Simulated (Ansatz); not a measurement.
in.yaml

```yaml
crystal:
  periodic: [false, false, false]
  atoms:
    - {symbol: Br, position_ang: [-2.375859, 0.369878, 0.000000]}
    - {symbol: H, position_ang: [-0.608859, 0.369878, 0.000000]}
    - {symbol: Si, position_ang: [1.294141, 0.369878, 0.000000]}
    - {symbol: H, position_ang: [1.690576, -1.109635, 0.000000]}
basis:
  gaussian: {orbitals: cc-pVDZ}
magnetization: {spin_polarized: false, initial_magnetization: 1}
correlation: {method: fic_mrcisd_q, electrons: outside_noble_gas, active_space: {window: {electrons: 13, orbitals: 10}, shells: [{species: Br, l: s, shell: 4}, {species: Br, l: p, shell: 4}, {species: H, l: s, shell: 1}, {species: Si, l: s, shell: 3}, {species: Si, l: p, shell: 3}]}}
```

```sh
$ ansatz run in.yaml --threads 1 --pin off --events-out ev --progress --plain --max-ram 2393MiB
```

Output:

```
1029 factors; integrals over basis functions are off by at most 2.0e-7 eV
mean field evaluation 1: about -77887.6487 eV, gradient 1.4e1 eV
mean field evaluation 2: about -77887.6501 eV, gradient 1.4e1 eV
mean field evaluation 4: about -77888.9271 eV, gradient 1.3e0 eV
mean field evaluation 8: about -77888.9503 eV, gradient 1.4e-3 eV
mean field evaluation 16: about -77887.9334 eV, gradient 6.3e0 eV
mean field evaluation 32: about -77884.5794 eV, gradient 4.5e-2 eV
mean field evaluation 64: about -77884.9368 eV, gradient 2.4e0 eV
mean field evaluation 96: about -77879.9122 eV, gradient 1.0e1 eV
mean field -77888.95032395 eV, -2862.3661293786 hartree, gradient 3.7e-6 eV, S^2 0.750000; 15 other end points of the search recorded, 0 dependent functions left out
reference -77888.95032395 eV, -2862.3661293786 hartree; 26, 25 occupied and 29, 30 virtual orbitals, 1029 factors
state -77890.57031224 eV, -2862.4256628499 hartree
contracted CI cycle   1: correlation 0.00000000 eV, 0.0000000000 hartree, residual 1.70e1 eV
contracted CI cycle   2: correlation -4.62793167 eV, -0.1700733521 hartree, residual 2.99e0 eV
contracted CI cycle   3: correlation -4.78562182 eV, -0.1758683581 hartree, residual 6.41e-1 eV
contracted CI cycle   4: correlation -4.79305305 eV, -0.1761414509 hartree, residual 1.41e-1 eV
contracted CI cycle   5: correlation -4.79337870 eV, -0.1761534180 hartree, residual 2.94e-2 eV
contracted CI cycle   6: correlation -4.79339352 eV, -0.1761539628 hartree, residual 6.95e-3 eV
contracted CI cycle   7: correlation -4.79339436 eV, -0.1761539937 hartree, residual 1.63e-3 eV
contracted CI cycle   8: correlation -4.79339441 eV, -0.1761539955 hartree, residual 3.76e-4 eV
state -77890.57031224 eV, -2862.4256628499 hartree; corrected -77895.78574135 eV, -2862.6173263348 hartree
Total energy: -77895.78574135 eV, -2862.6173263348 hartree
Checks for a lower state left out: starts, orbital_swaps
```

Ran on 1 thread of Arm Neoverse V1, shared host: 16 s wall, 0.55 GiB peak host memory.
